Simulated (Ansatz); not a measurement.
Basis-set series for `FC=C(Cl)Cl`. Charge 0, multiplicity 1. The geometry is a stationary point of PBE0-D4/def2-TZVP.

| functional | basis | functions | energy (Eh) | HOMO (eV) | LUMO (eV) |
| --- | --- | --- | --- | --- | --- |
| PBE0-D4 | def2-SVP | 83 | -1096.10550 | -7.26 | -0.16 |
| PBE0-D4 | def2-TZVPP | 191 | -1096.63441 | -7.39 | -0.43 |
| ωB97M-V | def2-SVP | 83 | -1096.49278 | -9.39 | 2.12 |
| ωB97M-V | def2-TZVPP | 191 | -1097.02284 | -9.56 | 1.75 |

Give the rows for def2-QZVPP. (Estimate.)

Ansatz gave: 
```tsv
functional	basis	functions	energy (Eh)	HOMO (eV)	LUMO (eV)
PBE0-D4	def2-QZVPP	341	-1096.67061	-7.44	-0.54
ωB97M-V	def2-QZVPP	341	-1097.05724	-9.61	1.57
```

Positive LUMOs are unbound and depend on the basis.
